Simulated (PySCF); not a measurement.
Gas-phase reaction: 3 (CH3)2Si ⇌ H2CSiH2 + C3H4 (propyne) + 2 CH3SiH2

Energies from PySCF, thermal terms from the rigid-rotor harmonic-oscillator model, ideal gas at 1 bar. † marks an energy on the PBE0/def2-TZVP geometry and frequencies; other levels use their own. MP2 freezes the core. 6-31G* has spherical d functions here. Open shells (unrestricted): CH3SiH2 (multiplicity 2); the rest are closed-shell singlets. B3LYP is the form with VWN-RPA correlation. No R ln 2 is added for the mirror-image form of (CH3)2Si. (CH3)2Si, H2CSiH2, CH3SiH2: computed as isolated molecules; such fragments, hydroxides, amides, oligomers or adducts are transient or little studied in the gas. MP2 isn't extrapolated to the basis-set limit; its ΔH°(298 K) is 175.7 kJ in def2-SVP and 199.4 kJ in def2-TZVPP. The harmonic model lacks anharmonicity and excited electronic states, which grow with temperature; levels with a mode under 35 cm⁻¹ are left out. Internal rotation in (CH3)2Si, CH3SiH2 is treated as a harmonic vibration of one conformer, which makes the entropy rough.

```tsv
level	ΔE electronic, kJ	ΔH°(298 K), kJ	ΔS°(298 K), J/K	ΔG°(2500 K), kJ
B3LYP/6-31G*	259	218	130	-98
MP2/def2-TZVPP†	237	199	137	-125
PBE/def2-SVP	248	211	137	-115
PBE0/def2-SVP†	260	222	137	-102
LDA/def2-TZVP†	306	268	137	-56
```
ΔH° is lowest at MP2/def2-TZVPP† and highest at LDA/def2-TZVP†. No reference value is set beside these.
